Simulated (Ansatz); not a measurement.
Geometry optimisation, RHF/6-31G* (Ansatz 0.2.0).

input.yaml

```yaml
crystal:
  periodic: [false, false, false]
  atoms:
    - { symbol: "N", position_ang: [2.1007, -1.7481, 1.006] }
    - { symbol: C, position_ang: [1.289, -1.0787, 0.3772] }
    - { symbol: C, position_ang: [0.3358, -0.3107, -0.4188] }
    - { symbol: O, position_ang: [0.5618, -0.3901, -1.7867] }
    - { symbol: C, position_ang: [-0.5701, 0.4487, 0.147] }
    - { symbol: O, position_ang: [-0.7406, 0.6008, 1.5166] }
    - { symbol: H, position_ang: [-0.1638, 0.1608, -2.1911] }
    - { symbol: H, position_ang: [-1.2466, 1.0619, -0.4044] }
    - { symbol: H, position_ang: [-1.4777, 1.2091, 1.737] }
basis:
  gaussian: { orbitals: "6-31G*" }
hamiltonian:
  xc: hf
relax:
  f_tol: 0.015
  max_steps: 40
```

Launched with:

```bash
$ ansatz run input.yaml --threads 1 --pin off --max-ram 2048MiB --backend cpu --events-out ev --progress --plain --runs-dir out
```

**Question.** Where does it end, and by what steps?

**Answer.** It converged. After 7 steps the energy has fallen by 0.768 eV; N1 moved furthest, 0.13 Å.

```csv
step,energy less start (eV),largest force component (eV/Å),accepted
0,0.0000,6.897,yes
1,-0.7104,1.455,yes
2,-0.7588,0.409,yes
3,-0.7664,0.179,yes
4,-0.7681,0.050,yes
5,-0.7683,0.030,yes
6,-0.7684,0.020,yes
7,-0.7685,0.007,yes
```

```xyz
9
Properties=species:S:1:pos:R:3
N 1.998 -1.680 0.978
C 1.268 -1.057 0.373
C 0.343 -0.268 -0.402
O 0.537 -0.398 -1.741
C -0.574 0.491 0.171
O -0.697 0.571 1.509
H -0.110 0.096 -2.227
H -1.253 1.074 -0.427
H -1.425 1.125 1.750
```

Whether the end is a true minimum wasn't checked by a vibrational analysis.

Time of the run: 20 s on 1 thread of Intel(R) Xeon(R) Platinum 8488C (Sapphire Rapids), with other jobs on the host, peak memory 0.19 GiB.
